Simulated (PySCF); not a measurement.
Ionisation energy of B by level of theory

B [He] 2s2 2p1 (2P) → B⁺ [He] 2s2 (1S), as a difference of total energies. Computed with PySCF 2.14 in aug-cc-pCVTZ-DK with one added diffuse shell each of s, p, d, f type (8s7p5d3f, 75 functions), with scalar relativity by spin-free X2C-1e. Correlated levels: valence: 1s2 frozen. The calculations carry no spin-orbit coupling.

Question: Order these methods by the ionisation energy they give, lowest first.
A. CCSD (valence)
B. MP2 (valence)
C. UHF
D. SCS-MP2 (valence)

Answer: C (8.033 eV), A (8.173 eV), D (8.228 eV), B (8.261 eV).

Errors of the correlated levels include the incompleteness of this basis and the frozen core.

For comparison: 8.297 eV (measured; NIST levels, between the centres of gravity of the two terms).
